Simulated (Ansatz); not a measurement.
A calculation with Ansatz (development build ahead of 0.2.0).

```yaml
crystal:
  periodic: [false, false, false]
  atoms:
    - { symbol: B, position_ang: [0.4243, -0.03504, 0.96961] }
    - { symbol: B, position_ang: [-0.28689, 0.01019, -0.64236] }
    - { symbol: H, position_ang: [-0.38986, 0.91502, 0.21267] }
    - { symbol: H, position_ang: [0.36462, -0.94646, -0.17246] }
    - { symbol: H, position_ang: [-0.26067, -0.48884, 1.82117] }
    - { symbol: H, position_ang: [1.52378, 0.40115, 1.01565] }
    - { symbol: H, position_ang: [-1.27875, -0.23851, -1.3834] }
    - { symbol: H, position_ang: [-0.09449, 0.33822, -1.85033] }
basis:
  gaussian: { orbitals: def2-SVP }
total_charge: 1
magnetization:
  spin_polarized: true
  initial_magnetization: 1
hamiltonian:
  xc: hf
correlation:
  method: mp2
  frozen_orbitals: { B: 1, H: 0 }
output:
  forces: true
```

The input is written out in the form of the current development build from the run's settings.

The run gave:

```json
{
 "Converged": "yes",
 "Reference energy": "-52.38993 hartree",
 "Correlation energy": "-0.18987 hartree",
 "Total energy": "-52.57979 hartree",
 "Spin squared of the determinant": "0.758",
 "Stability test": "minimum"
}
```

Forces (eV/Å):
```tsv
atom	Fx	Fy	Fz
B1	-0.313	0.017	-0.695
B2	0.159	0.003	0.297
H3	0.055	0.062	0.212
H4	0.111	-0.076	0.183
H5	-0.139	-0.087	0.145
H6	0.210	0.084	0.004
H7	0.016	0.028	-0.104
H8	-0.100	-0.032	-0.042
```

Caution: MP2 on this radical cation hangs on the determinant chosen.
